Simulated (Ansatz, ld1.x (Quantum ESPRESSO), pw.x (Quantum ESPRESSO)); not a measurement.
**vanadium (V): does the TM potential hold in the solid?**

```
Element                 : V (Z = 23)
Generator               : ld1.x (Quantum ESPRESSO) 7.5
Type                    : norm-conserving Troullier–Martins (Kleinman–Bylander form)
Functional              : PBEsol
Relativity              : scalar-relativistic
Frozen core             : [Ar]
Valence charge          : 5
Reference configuration : 3d3 4s2 4p0
Partial waves           : 4s (bound): rc 1.90 bohr; 3d (bound): rc 1.72 bohr; 4p (bound, empty): rc 3.10 bohr
Local potential         : the p channel
Core correction         : a·sin(br)/r model core inside 1.50 bohr
```

Atomic tests: cutoffs needed: 70 Ry and 90 Ry (the cutoffs (Ry, on a coarse ladder) from which the occupation-weighted sum of valence levels, in a spherical-Bessel basis at the reference potential, stays within 10 and 1 mRy of its value at 400 Ry); ghost test: no extra level below or beside the all-electron valence levels (s, d, p, f tested) (spherical-Bessel basis up to 400 Ry, 20 bohr box); configuration tests: 1 of 7 tests not solved or not reliable.

Crystal test: bcc V in pw.x 7.5, no spin, 16³ k-points, Fermi–Dirac smearing 0.01 Ry, cutoffs 110/440 Ry. The reference is all-electron LAPW (Ansatz 0.2.0) with the same functional, mesh and smearing; V0 and B0 come from Birch–Murnaghan fits to the pressures at five volumes. Errors are pseudo minus all-electron; Δ is the rms difference of the E(V) curves that follow from these fits, minima aligned, over ±6 % about the mean V0. Mesh and smearing are coarse, so the numbers serve the comparison and aren't converged zero-temperature values; the lattice is a test structure that the element need not adopt.

```
V (Å³/atom)  P all-electron (GPa)  P pseudo (GPa)
     12.276                 12.20           49.70
     12.599                  6.29           40.23
     12.922                  1.03           31.81
     13.245                 -3.64           24.33
     13.568                 -7.79           17.68
```

All-electron: a0 = 2.962 Å (V0 = 12.99 Å³/atom), B0 = 194.1 GPa.

Pseudopotential: mean pressure error (GPa): +31.13. The pressure does not cross zero within the volumes sampled, so no fit is given. The largest radius (3.10 bohr) exceeds half the bond length (2.42 bohr), so the spheres overlap, which is one possible source of error among others. This is a poor potential for the solid. Atomic configuration tests: 1 of 7 tests not solved or not reliable. The logarithmic derivative shows an extra or strongly shifted pseudo pole above the reference energy (s near 1.21 Ry).

At the middle volume, how do free energy and pressure move when the wave cutoff is lowered (ecutrho kept at four times it)?

| cutoff (Ry) | shift of F (meV/atom) | shift of P (GPa) |
| --- | --- | --- |
| 50 | +2755.2 | -147.35 |
| 66 | +239.4 | -22.38 |
| 88 | +6.0 | -0.33 |

Input at the middle volume:

```
&control
  calculation='scf', prefix='x', pseudo_dir='./', outdir='./tmp', tstress=.true., disk_io='none'
/
&system
  ibrav=0, nat=1, ntyp=1, ecutwfc=110, ecutrho=440, nbnd=9,
  occupations='smearing', smearing='fd', degauss=0.01
/
&electrons
  conv_thr=1e-09, mixing_beta=0.4, electron_maxstep=70
/
ATOMIC_SPECIES
V 1.0 V.UPF
CELL_PARAMETERS angstrom
  -1.47827959 1.47827959 1.47827959
  1.47827959 -1.47827959 1.47827959
  1.47827959 1.47827959 -1.47827959
ATOMIC_POSITIONS crystal
V 0.0000 0.0000 0.0000
K_POINTS automatic
16 16 16 0 0 0
```

```bash
pw.x < V.scf.in > V.scf.out
```

Lines of the output:

```
Message from routine setup:
     using ibrav=0 with symmetry is DISCOURAGED, use correct ibrav instead
     lattice parameter (alat)  =       4.8386  a.u.
     unit-cell volume          =      87.2020 (a.u.)^3
     number of electrons       =         5.00
     number of Kohn-Sham states=            9
     kinetic-energy cutoff     =     110.0000  Ry
     charge density cutoff     =     440.0000  Ry
     scf convergence threshold =      1.0E-09
     Exchange-correlation= PBESOL
     number of k points=   145  Fermi-Dirac smearing, width (Ry)=  0.0100
     iteration #  1     ecut=   110.00 Ry     beta= 0.40
     total energy              =     -17.01805337 Ry
     estimated scf accuracy    <       0.02263429 Ry
     iteration #  2     ecut=   110.00 Ry     beta= 0.40
     total energy              =     -17.02111108 Ry
     estimated scf accuracy    <       0.00101254 Ry
     iteration #  3     ecut=   110.00 Ry     beta= 0.40
     total energy              =     -17.02119300 Ry
     estimated scf accuracy    <       0.00022967 Ry
     iteration #  4     ecut=   110.00 Ry     beta= 0.40
     total energy              =     -17.02119490 Ry
     estimated scf accuracy    <       0.00000032 Ry
     iteration #  5     ecut=   110.00 Ry     beta= 0.40
     total energy              =     -17.02119494 Ry
     estimated scf accuracy    <       0.00000003 Ry
     iteration #  6     ecut=   110.00 Ry     beta= 0.40
     the Fermi energy is    11.6402 ev
!    total energy              =     -17.02119494 Ry
     estimated scf accuracy    <          9.6E-10 Ry
     smearing contrib. (-TS)   =      -0.00708361 Ry
     The total energy is F=E-TS. E is the sum of the following terms:
     one-electron contribution =       7.87573217 Ry
     hartree contribution      =       0.81806784 Ry
     xc contribution           =      -9.42378435 Ry
     ewald contribution        =     -16.28412700 Ry
     convergence has been achieved in   6 iterations
          total   stress  (Ry/bohr**3)                   (kbar)     P=      318.10
     Message from routine punch:
     Nothing written, as per user request (disk_io='none')
```

The run at the middle volume (145 k-points, 6 iterations) took about 25 s on one core of a shared host (Neoverse-V1, 32 threads, 247 GiB, load 11).
